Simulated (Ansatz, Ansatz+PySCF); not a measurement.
| atom | x (Å) | y (Å) | z (Å) |
| --- | --- | --- | --- |
| N | 0.0000 | 0.0000 | -0.5605 |
| O | 0.0000 | 0.0000 | 0.4905 |

UHF on doublet NO was run in several spherical basis sets with Ansatz (development build ahead of 0.2.0).

(1) Rank the basis sets by the total energy that they give, lowest first, with the distance from the lowest.
A. cc-pVTZ
B. cc-pVDZ
C. def2-SVP
D. def2-TZVP
E. 6-31G(d)

Answers

(1) D (0.00 eV), A (0.18 eV), B (1.26 eV), E (1.75 eV), C (4.47 eV).

Totals follow the description of the cores as much as that of the bonds, so this order isn't one of quality for chemistry.
